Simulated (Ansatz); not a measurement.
Steps of a relaxation of C3H6F2S, SMILES `CSC(C)(F)F` with RKS PBE-D4/def2-SVP.

```sh
$ ansatz run in.yaml --threads 4 --pin off --events-out ev --progress --plain --max-ram 10444MiB
```

```yaml
crystal:
  periodic: [false, false, false]
  atoms:
    - {symbol: C, position_ang: [-1.036400, -0.871200, 1.344500]}
    - {symbol: S, position_ang: [0.682100, -0.476800, 1.278000]}
    - {symbol: C, position_ang: [0.653500, 0.756900, -0.063600]}
    - {symbol: C, position_ang: [0.716100, 0.137900, -1.430500]}
    - {symbol: F, position_ang: [1.806900, 1.512300, 0.027700]}
    - {symbol: F, position_ang: [-0.367600, 1.615600, 0.089600]}
    - {symbol: H, position_ang: [-1.246900, -1.580000, 2.103900]}
    - {symbol: H, position_ang: [-1.395900, -1.200900, 0.368000]}
    - {symbol: H, position_ang: [-1.645700, 0.089500, 1.635700]}
    - {symbol: H, position_ang: [0.677600, 0.915200, -2.165200]}
    - {symbol: H, position_ang: [-0.290600, -0.437200, -1.570500]}
    - {symbol: H, position_ang: [1.523700, -0.516500, -1.583600]}
basis:
  gaussian: {orbitals: def2-SVP}
hamiltonian: {xc: pbe, dispersion: d4}
relax: {f_tol: 0.03, max_steps: 200}
```

Positions (Å) and forces (eV/Å) along the path, 8 of 8 steps:

```xyz
12
step=1 energy=-19453.8559 eV
C    -1.036   -0.871    1.345   -1.615    3.035   -0.430
S     0.682   -0.477    1.278    1.314   -0.127    0.720
C     0.653    0.757   -0.064    1.624    0.066   -0.457
C     0.716    0.138   -1.431   -4.259   -0.418    0.432
F     1.807    1.512    0.028    0.124   -0.036    0.612
F    -0.368    1.616    0.090   -0.795    0.272   -0.157
H    -1.247   -1.580    2.104   -0.055   -1.328    1.103
H    -1.396   -1.201    0.368   -0.339   -0.407   -0.385
H    -1.646    0.089    1.636    0.790   -1.382   -0.464
H     0.678    0.915   -2.165    0.192    1.016   -0.954
H    -0.291   -0.437   -1.571    1.428    0.474    0.030
H     1.524   -0.516   -1.584    1.590   -1.165   -0.050
12
step=2 energy=-19454.2172 eV
C    -1.050   -0.841    1.346   -0.989    0.832   -0.098
S     0.696   -0.454    1.313    0.549   -0.048    0.253
C     0.684    0.759   -0.066    0.803    0.058   -0.083
C     0.667    0.143   -1.446   -1.264   -0.161    0.051
F     1.840    1.502    0.079   -0.192   -0.239   -0.017
F    -0.354    1.615    0.081   -0.468    0.325   -0.038
H    -1.224   -1.579    2.134    0.054   -0.382    0.255
H    -1.406   -1.243    0.379   -0.038   -0.154   -0.034
H    -1.671    0.067    1.599    0.399   -0.456   -0.154
H     0.670    0.948   -2.194    0.139    0.231   -0.238
H    -0.286   -0.439   -1.604    0.528    0.256    0.159
H     1.510   -0.531   -1.585    0.479   -0.262   -0.058
12
step=3 energy=-19454.2697 eV
C    -1.080   -0.849    1.354   -0.162   -0.266   -0.083
S     0.683   -0.435    1.324    0.141    0.031    0.024
C     0.699    0.775   -0.074    0.298    0.024   -0.096
C     0.651    0.158   -1.456    0.150    0.068    0.022
F     1.872    1.479    0.069   -0.189   -0.129    0.001
F    -0.331    1.662    0.059   -0.127    0.118    0.064
H    -1.208   -1.589    2.171    0.031    0.065   -0.049
H    -1.431   -1.320    0.409    0.075    0.045    0.079
H    -1.695    0.038    1.577   -0.062    0.138    0.026
H     0.696    0.966   -2.217    0.007   -0.060    0.052
H    -0.285   -0.407   -1.594   -0.142   -0.082   -0.019
H     1.506   -0.532   -1.586   -0.019    0.048   -0.021
12
step=4 energy=-19454.2749 eV
C    -1.077   -0.850    1.340   -0.066   -0.120    0.020
S     0.693   -0.434    1.333   -0.014    0.026   -0.016
C     0.705    0.775   -0.068    0.135   -0.017    0.012
C     0.640    0.156   -1.448    0.040    0.021    0.014
F     1.878    1.470    0.071   -0.068   -0.026   -0.030
F    -0.324    1.668    0.080   -0.019    0.037   -0.002
H    -1.215   -1.567    2.173   -0.002    0.042   -0.031
H    -1.401   -1.345    0.400    0.030    0.019    0.026
H    -1.696    0.047    1.527    0.018    0.016   -0.003
H     0.675    0.964   -2.208   -0.009   -0.019    0.010
H    -0.299   -0.413   -1.574   -0.020   -0.009   -0.005
H     1.497   -0.528   -1.593   -0.026    0.030    0.004
12
step=5 energy=-19454.2767 eV
C    -1.077   -0.861    1.330   -0.006    0.038   -0.005
S     0.694   -0.429    1.341   -0.022    0.004    0.007
C     0.717    0.779   -0.062   -0.059   -0.028    0.010
C     0.630    0.161   -1.440   -0.012   -0.016    0.003
F     1.893    1.461    0.066    0.016    0.002    0.001
F    -0.304    1.685    0.093    0.021    0.005   -0.008
H    -1.229   -1.543    2.189    0.004    0.028   -0.024
H    -1.373   -1.390    0.402   -0.003    0.003    0.020
H    -1.699    0.046    1.469    0.045   -0.066   -0.010
H     0.656    0.967   -2.201   -0.010    0.007   -0.004
H    -0.314   -0.407   -1.556    0.035    0.022    0.006
H     1.484   -0.523   -1.598   -0.010    0.000    0.004
12
step=6 energy=-19454.2776 eV
C    -1.072   -0.866    1.320    0.014    0.016    0.004
S     0.696   -0.424    1.348   -0.034    0.016   -0.017
C     0.720    0.781   -0.056   -0.059   -0.014    0.008
C     0.620    0.163   -1.434   -0.008   -0.009    0.001
F     1.903    1.451    0.065    0.038    0.020    0.004
F    -0.291    1.699    0.103    0.029   -0.016   -0.005
H    -1.235   -1.521    2.198   -0.011    0.016   -0.022
H    -1.351   -1.426    0.403   -0.003    0.006    0.026
H    -1.699    0.042    1.420    0.028   -0.049   -0.004
H     0.644    0.969   -2.194   -0.005    0.006    0.001
H    -0.327   -0.399   -1.542    0.014    0.010    0.001
H     1.469   -0.525   -1.598   -0.004   -0.004    0.004
12
step=7 energy=-19454.2783 eV
C    -1.067   -0.875    1.309   -0.009   -0.003   -0.006
S     0.694   -0.414    1.356   -0.009    0.005   -0.003
C     0.726    0.786   -0.051   -0.025    0.002    0.008
C     0.608    0.168   -1.427    0.001    0.007    0.000
F     1.920    1.440    0.063    0.001   -0.002   -0.001
F    -0.271    1.719    0.112    0.019   -0.017   -0.008
H    -1.243   -1.494    2.211   -0.005    0.018   -0.031
H    -1.325   -1.475    0.411    0.007    0.022    0.041
H    -1.703    0.030    1.362    0.021   -0.037   -0.002
H     0.635    0.974   -2.188    0.002    0.001   -0.002
H    -0.345   -0.384   -1.528   -0.001    0.003    0.002
H     1.448   -0.530   -1.597   -0.003    0.002    0.002
12
step=8 energy=-19454.2784 eV
C    -1.064   -0.879    1.306   -0.011   -0.006    0.001
S     0.694   -0.410    1.360   -0.007    0.004   -0.009
C     0.726    0.787   -0.049   -0.001    0.003   -0.004
C     0.604    0.170   -1.425   -0.003   -0.007    0.003
F     1.924    1.436    0.062    0.007    0.004    0.003
F    -0.265    1.725    0.114   -0.001   -0.004    0.002
H    -1.247   -1.485    2.215   -0.002    0.009   -0.015
H    -1.313   -1.492    0.416    0.005    0.010    0.017
H    -1.704    0.024    1.341    0.013   -0.017    0.000
H     0.636    0.976   -2.186    0.002    0.000    0.003
H    -0.354   -0.374   -1.525    0.001    0.002   -0.001
H     1.439   -0.534   -1.595   -0.002    0.000   -0.001
```

It took 19 s on 4 threads of an Intel Xeon on a shared host, with 0.18 GiB of host memory at the peak.
